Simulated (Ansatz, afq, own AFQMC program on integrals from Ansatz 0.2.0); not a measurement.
Two steps: Ansatz 0.2.0 writes the Fock matrix and Cholesky factors of the valence space, and afq projects on them the lowest state that overlaps trial and start.

```yaml
crystal:
  periodic: [false, false, false]
  atoms:
    - {symbol: Sc, position_ang: [-0.000171, -0.574775, -0.028489]}
    - {symbol: F, position_ang: [1.724829, -0.708751, 0.488578]}
    - {symbol: F, position_ang: [-0.791857, -2.063273, -0.675490]}
basis:
  gaussian: {orbitals: def2-TZVP}
magnetization: {spin_polarized: true, initial_magnetization: 1}
correlation: {method: ccsd_t, electrons: outside_noble_gas, hamiltonian_folder: ham}
```

```sh
$ ansatz run in.yaml --threads 1 --pin off --events-out ev --progress --plain --max-ram 16896MiB --backend cuda --devices 0, --max-vram 18GiB
```

Options of the walk:

```
--method phaseless --trial hf --walkers 1800 --populations 20 --least-time 40 --time-step 0.005 --steps-per-block 20 --equilibration-blocks 160 --max-blocks 4000 --target-error 0.0012000 --factor-cut 1e-05 --start spin_pure --seed 2684 --taylor-order 6
```

Times are imaginary, in 1/Eh. The walk had a cap of 105 s. With eight or more populations the least sampling time is a fifth of least-time, and the error comes from their spread.

Log:

```
orbitals 96  electrons 9 8  factors 749 of 857
reference energy -958.88111754 Eh
CCSD correlation -0.56086961 Eh in 15 cycles, weight of the determinant in the CISD state 0.8840
energy of the start -958.881127 Eh
 block  time / (1/Eh)  mean weight  energy / Eh
     1     0.100  1.0060  -959.147543
     2     0.200  1.0054  -959.269546
     3     0.300  1.0047  -959.333910
     4     0.400  1.0047  -959.365493
     5     0.500  1.0023  -959.395868
    10     1.000  1.0007  -959.439205
    37     3.700  1.0005  -959.474137
    67     6.700  0.9998  -959.474734
    97     9.700  0.9994  -959.485850
   103    10.300  1.0006  -959.498213
   115    11.500  0.9992  -959.442629
   127    12.700  1.0002  -959.469934
   157    15.700  0.9996  -959.472082
   187    18.700  0.9995  -959.457283
   217    21.700  0.9997  -959.468198
   247    24.700  1.0003  -959.448833
   271    27.100  0.9999  -959.470609
error from the spread of 20 populations
energy -959.468498 +/- 0.002447 Eh
(rows thinned)
```

The run passed its tests (sampling time, drift between the halves within three errors, error under three times the target), which doesn't prove that it has relaxed, ending at its cap on processor time.

Against this walk (error 66.6 meV) on the same determinant: CCSD(T) 212.3 meV higher, a separate phaseless walk with a CISD trial and standard settings 191.9 ± 67.4 meV higher. The error is statistical and leaves out the bias of the constraint. None of these is a sure reference here.

Cautions: constraint bias not in the error; error above the target (66.6 against 32.7 meV); no relativity below Rb; outer-core shells of the metal frozen.

The walk took 110 s on 1 × NVIDIA H100 80GB HBM3 with 2 threads of AMD EPYC 7R13 Processor (Zen 3), with other jobs on the host (the card was shared). The log's last line is the phaseless energy.

A walk keeps the symmetry of its determinant, which the program's search chose and which needn't be the lowest solution, so a lower state of the same spin and another symmetry isn't excluded.
